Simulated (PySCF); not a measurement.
The numbers are results of PBE-D3(BJ)/def2-TZVP // B3LYP-D3(BJ)/def2-TZVP (PySCF 2.14.0), not measurements. All species are isolated molecules in the gas phase. Excitations are Tamm–Dancoff values on a coarser integration grid. The basis has no diffuse functions, so Rydberg states are missing or too high.

Reference species (SMILES): `NB(N)N` (neutral, multiplicity 1).

* **S1–T1 gap (TDA)**: 0.19 eV
* **S1 oscillator strength**: 0.000
* **HOMO–LUMO gap**: 5.17 eV
* **S1 excitation (TDA)**: 5.24 eV

Changed species: `FB(F)F` (0 of 3 F replaced by NH2; the reference has 3 of 3 F replaced by NH2).

Question: What does the change do to the S1–T1 gap (TDA), S1 oscillator strength, HOMO–LUMO gap and S1 excitation (TDA)?

Answer: the S1–T1 gap (TDA) rises by 0.07 eV, to 0.26 eV; the S1 oscillator strength stays essentially unchanged; the HOMO–LUMO gap rises by 4.44 eV, to 9.61 eV; the S1 excitation (TDA) increases by 4.46 eV, to 9.70 eV.
